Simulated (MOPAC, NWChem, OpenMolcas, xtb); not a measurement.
**How methods differ on BH3O (BH2(OH))**

The species is BH3O (5 atoms), meant as a singlet with charge 0. SMILES: `[H]B([H])O`. The coordinates come from a GFN2-xTB relaxation.

Quantity: the dipole moment, in D. The values are calculated.

```tsv
level	kind	program	value (D)	CPU time
GFN2-xTB	semi-empirical	xtb	1.92	under 2 s
PM6	semi-empirical	MOPAC	1.56	under 2 s
PM7	semi-empirical	MOPAC	1.47	under 2 s
GFN1-xTB	semi-empirical	xtb	2.18	under 2 s
HF/STO-3G	Hartree–Fock	NWChem	1.64	0.69 s
HF/def2-SVP	Hartree–Fock	NWChem	1.75	1.7 s
SVWN5/STO-3G	LDA	OpenMolcas	2.08	3.7 s
PBE/STO-3G	GGA	OpenMolcas	2.03	4.2 s
BP86/def2-SVPD	GGA	NWChem	1.64	15 s
r2SCAN/STO-3G	meta-GGA	OpenMolcas	1.96	4.8 s
```

The values span 1.47 to 2.18 D. Magnitudes only. Sets without polarisation functions give poor dipoles. CPU times are rough (shared hosts, several kinds of processor and program).
